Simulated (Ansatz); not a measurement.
H$_{5}$NSi$_{2}$. Total charge 0; spin multiplicity 1. The bonds changed during the relaxation, so this is another structure than the one it started from.

Z-matrix (Å, degrees):
```
Si
N 1 1.747
H 1 1.484 2 110.7
H 1 1.489 2 108.2 3 -119.5
H 1 1.484 2 110.7 3 120.9
Si 2 1.719 1 126.1 3 -60.4
H 2 1.011 1 116.8 3 119.6
H 6 1.538 2 93.3 1 -0.0
```

Q: What are the harmonic wavenumbers in cm⁻¹ at PBE0-D4/def2-TZVP (Ansatz, finite differences of forces, unscaled)? (Estimate.)

A: The calculation gave: 103, 188, 285, 619, 688, 720, 738, 920, 925, 943, 952, 980, 1207, 1969, 2214, 2238, 2239, 3599.

Q: Is this a minimum?

A: Yes, all 18 modes are real.

Q: Give the ideal-gas thermochemistry at 298.15 K and 1 bar (rigid rotor, harmonic oscillator; point group Cs, symmetry number 1).

A: Zero-point energy 128.7 kJ/mol; H(298) − E = 145.1 kJ/mol; entropy 303.2 J/(mol·K), of which translation 162.7, rotation 102.5, vibration 38.0; G(298) − E = 54.7 kJ/mol.

Q: Rotational constants (cm⁻¹)?

A: 0.9439, 0.1123, 0.104.
